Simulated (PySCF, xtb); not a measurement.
Acid–base and redox partners of C=[SiH2]. Gas-phase values, no solvent. Strings in code marks are SMILES.

Quantity: bond dissociation enthalpy (X–H) at 298 K, in kJ/mol. Thermal and zero-point terms are GFN2-xTB rigid-rotor harmonic values (xtb).

Level 1: B3LYP-D3(BJ)/def2-TZVP (PySCF)
Level 2: PBE-D3(BJ)/def2-TZVP // B3LYP-D3(BJ)/def2-TZVP (PySCF)
Level 3: B3LYP/3-21G // B3LYP-D3(BJ)/def2-TZVP (PySCF)
Level 4: BP86/6-31G* // B3LYP-D3(BJ)/def2-TZVP (PySCF)

```
species                             level 1  level 2  level 3  level 4
----------------------------------  -------  -------  -------  -------
H atom removed from Si2: `[SiH]=C`    378.6    360.6    363.0    372.9
```
